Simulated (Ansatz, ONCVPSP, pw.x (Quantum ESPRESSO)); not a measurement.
Which Mo potential is closest to all-electron in the bcc crystal?

All use LDA (Perdew-Wang 92), scalar-relativistic, no spin, cutoffs from each file’s atomic test, pw.x 7.5; 15³ k-points, Fermi–Dirac smearing 0.01 Ry. Δ is the rms difference from all-electron LAPW of the E(V) curves that follow from fits to the pressures, over ±6 % in volume. Mesh and smearing are coarse and serve the comparison alone. The files are a selection: those with a ghost or negative overlap were mostly not run, and those with noisy or unconverged pressures or nearly equal Δ are left out.

All-electron: a0 = 3.113 Å (V0 = 15.08 Å³/atom), B0 = 291.6 GPa.

Task: Rank them by Δ, smallest first.
A. optimised norm-conserving Vanderbilt (ONCV), ONCVPSP 4.0.1.1 (patched build), LDA (Perdew-Wang 92); core [Ar] 3d10, reference 4s2 4p6 4d5 5s0.5 5p0.5; waves: 4s+5s: rc 1.75 bohr, ncon 4, nbas 8, qcut 8.9 1/bohr, 2 projectors; 4p+5p: rc 2.40 bohr, ncon 3, nbas 7, qcut 5.9 1/bohr, 2 projectors; 4d: rc 2.45 bohr, ncon 4, nbas 9, qcut 6.7 1/bohr, 3 projectors, debl 1.9 Ha; local part: polynomial inside 1.20 bohr (lpopt 5, dvloc0 6 Ha); core correction: Teter function fitted to the true core (icmod 2), fcfact 0.3.
B. optimised norm-conserving Vanderbilt (ONCV), ONCVPSP 4.0.1.1 (patched build), LDA (Perdew-Wang 92); core [Ar] 3d10, reference 4s2 4p6 4d5 5s1; waves: 4s+5s: rc 2.10 bohr, ncon 4, nbas 7, qcut 4.6 1/bohr, 2 projectors; 4p: rc 1.15 bohr, ncon 4, nbas 8, qcut 8.7 1/bohr, 2 projectors, debl 3.9 Ha; 4d: rc 2.35 bohr, ncon 4, nbas 9, qcut 5.2 1/bohr, 1 projector; f scattering state at 0.14 Ha: rc 1.90 bohr, ncon 4, nbas 8, qcut 5.2 1/bohr, 2 projectors, debl 3 Ha; local part: polynomial inside 0.90 bohr (lpopt 3, dvloc0 6 Ha); core correction: polynomial model core, fcfact 0.65.
C. optimised norm-conserving Vanderbilt (ONCV), ONCVPSP 4.0.1.1 (patched build), LDA (Perdew-Wang 92); core [Ar] 3d10, reference 4s2 4p6 4d5 5s1; waves: 4s+5s: rc 1.45 bohr, ncon 4, nbas 8, qcut 8.6 1/bohr, 2 projectors; 4p: rc 1.65 bohr, ncon 4, nbas 8, qcut 7.3 1/bohr, 2 projectors, debl 2.1 Ha; 4d: rc 1.75 bohr, ncon 3, nbas 6, qcut 5.5 1/bohr, 2 projectors, debl 3.7 Ha; local part: polynomial inside 1.35 bohr (lpopt 5, dvloc0 3 Ha); core correction: polynomial model core, fcfact 0.6.

Result: C (0.9 meV/atom), A (3.0 meV/atom), B (5.4 meV/atom).
